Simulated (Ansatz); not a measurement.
bcc W was calculated with LDA+SOC (plane waves, PAW; Ansatz, an electronic-structure program).

Settings: plane-wave cutoff 520 eV, 28×28×28 k mesh, Fermi–Dirac smearing 0.093 eV (set by the program), PAW data made under PBE.

Computed at the level's own relaxed cell.

Hill averages of the elastic tensor: K = 333.0 GPa, G = 158.1 GPa. Volume 15.429 Å³/atom, mean atomic mass 183.840 u.

Problem. Work out the density, the sound velocities of a polycrystal and the elastic Debye temperature, and Pugh's ratio at this level.

Solution. ρ = 1.66054 × 183.840/15.429 = 19.786 g/cm³. v_l = √[(K + 4G/3)/ρ] = 5.243 km/s and v_t = √(G/ρ) = 2.827 km/s. The mean follows from 3/v_m³ = 1/v_l³ + 2/v_t³: v_m = 3.156 km/s. Θ_D = (ħ/k_B) v_m (6π²/V)^(1/3) = 76.38 K Å s/km × 3.156 × 1.5657 Å⁻¹ = 377 K, counting all atoms of the cell. K/G = 2.11, to be set beside Pugh's rough bound of 1.75 between brittle and ductile metals.

Note: shear constants of such metals converge slowly with the k mesh.
